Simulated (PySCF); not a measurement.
# Core-level binding energies of `C=CS(=O)(=O)[O-]`

C2H3O3S (charge -1).
Bonds: C1–C2 (double), C2–S3, S3–O4 (double), S3–O5 (double), S3–O6. Hydrogens: H7, H8 on C1; H9 on C2.

The calculation used delta-SCF UKS SCAN, pcX-2 on the ionised atom, pcseg-1 elsewhere, spin-free X2C in PySCF. These are vertical core ionisation energies against the vacuum level, from separate self-consistent calculations with and without the core hole.

Task: Give the core binding energies atom by atom.

Result: 
```json
{"atom(s)": "S3", "environment": "sulfonyl sulfur", "level": "S 1s", "binding energy (eV)": "2477.55", "2p1/2 (eV)": "–", "above the level's lowest (eV)": "0.00", "count": "1"}
{"atom(s)": "O6", "environment": "oxygen bonded to S", "level": "O 1s", "binding energy (eV)": "531.88", "2p1/2 (eV)": "–", "above the level's lowest (eV)": "+0.12", "count": "1"}
{"atom(s)": "O4/O5", "environment": "oxygen bonded to S", "level": "O 1s", "binding energy (eV)": "531.76", "2p1/2 (eV)": "–", "above the level's lowest (eV)": "0.00", "count": "2"}
{"atom(s)": "C2", "environment": "alkene CH carbon", "level": "C 1s", "binding energy (eV)": "286.45", "2p1/2 (eV)": "–", "above the level's lowest (eV)": "+0.15", "count": "1"}
{"atom(s)": "C1", "environment": "terminal =CH2 carbon", "level": "C 1s", "binding energy (eV)": "286.30", "2p1/2 (eV)": "–", "above the level's lowest (eV)": "0.00", "count": "1"}
{"atom(s)": "S3", "environment": "sulfonyl sulfur", "level": "S 2p3/2", "binding energy (eV)": "168.45", "2p1/2 (eV)": "169.68", "above the level's lowest (eV)": "0.00", "count": "1"}
```

The 2 C 1s values lie within 0.15 eV of each other; Gaussian lines of 0.5 eV full width would blend them into one maximum.

The 2 O 1s values lie within 0.12 eV of each other; Gaussian lines of 0.5 eV full width would blend them into one maximum.

Task: Which effective nuclear charge Zeff reproduces each element's mean 1s value in the hydrogen-like formula E = 13.606 eV × Zeff²?

Result: C (Z = 6): mean 286.4 eV, Zeff = 4.59, Z − Zeff = 1.41; O (Z = 8): mean 531.8 eV, Zeff = 6.25, Z − Zeff = 1.75; S (Z = 16): mean 2477.5 eV, Zeff = 13.49, Z − Zeff = 2.51. Means run over the listed sites, weighted by atom count.

Atoms equivalent by their bonding share one computed value, that of the first of them. Spin–orbit and ligand-field terms were added within each 2p shell after the spin-free SCF. 2p1/2 minus 2p3/2 (ligand field included): S 1.23 eV. The species carries charge -1, so core ionisation leaves a neutral species. The basis sets have no added diffuse functions. Geometry: PBE0-D3(BJ)/def2-SVP, one conformer, isolated ion.

Shape of the structure used: `[CH2:1]=[CH:2][S:3](=[O:4])(=[O:5])[O-:6]`: C1–C2–S3–O4 119°.
